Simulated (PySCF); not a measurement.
**Nuclear quadrupole coupling in `C=C=CC=O`**

Species: C₄H₄O.
SMILES with atom numbers: `[CH2:1]=[C:2]=[CH:3][CH:4]=[O:5]` (hydrogens: H6, H7 on C1; H8 on C3; H9 on C4)

Structure used (PBE0-D3(BJ)/def2-SVP), in Å, numbered top down from 1:
```xyz
9
C4H4O angstrom
C      1.8939    0.1006   -0.0060
C      0.6478   -0.2764   -0.0010
C     -0.6215   -0.6306    0.0014
C     -1.7187    0.3575   -0.1364
O     -1.5731    1.5454   -0.2630
H      2.4591    0.1656   -0.9416
H      2.4059    0.3687    0.9241
H     -0.8966   -1.6863    0.1087
H     -2.7405   -0.1004   -0.1134
```

Field gradients from the PBE0/pcSseg-1 density (PySCF, non-relativistic), principal values in atomic units, ordered |Vxx| ≤ |Vyy| ≤ |Vzz|:

| atom | Vxx | Vyy | Vzz |
| --- | --- | --- | --- |
| O5 | 0.4920 | 1.5121 | -2.0041 |

**Question.** Find the asymmetry η = (Vxx − Vyy)/Vzz and the couplings χ = eQV/h (234.96 MHz × Q in barn × V in au), with Q(17O) = −0.0256 b.

**Answer.** 
```tsv
atom	environment	nucleus	η	χzz (MHz)	χxx (MHz)	χyy (MHz)
O5	aldehyde oxygen	17O	0.51	12.05	-2.96	-9.10
```

**Question.** What is Vzz at O5 in SI units (1 au = 9.71736 × 10²¹ V/m²)?

**Answer.** -2.0041 au = -19.475 × 10²¹ V/m².

**Question.** And the gradient at the other heavy atoms, for which no coupling is worked out here?

**Answer.** 
```json
{"atom": "C1", "environment": "outer carbon of cumulated double bonds", "Vzz (au)": "0.179", "η": "0.22"}
{"atom": "C2", "environment": "central carbon of cumulated double bonds", "Vzz (au)": "-0.521", "η": "0.44"}
{"atom": "C3", "environment": "outer carbon of cumulated double bonds", "Vzz (au)": "0.122", "η": "0.25"}
{"atom": "C4", "environment": "aldehyde carbon", "Vzz (au)": "0.502", "η": "0.14"}
```

**Question.** What couplings would deuterons (Q(2H) = 0.00286 b) have in place of the hydrogens, at this geometry?

**Answer.** 
```tsv
atom	bonded to	bond length (Å)	Vzz (au)	η	χzz (kHz)
H6	C1	1.095	0.3040	0.06	204
H7	C1	1.095	0.3039	0.06	204
H8	C3	1.096	0.2992	0.09	201
H9	C4	1.120	0.2497	0.03	168
```

Isolated species at its PBE0-D3(BJ)/def2-SVP geometry (one conformer only). With so small a basis the couplings can be 20 % off.
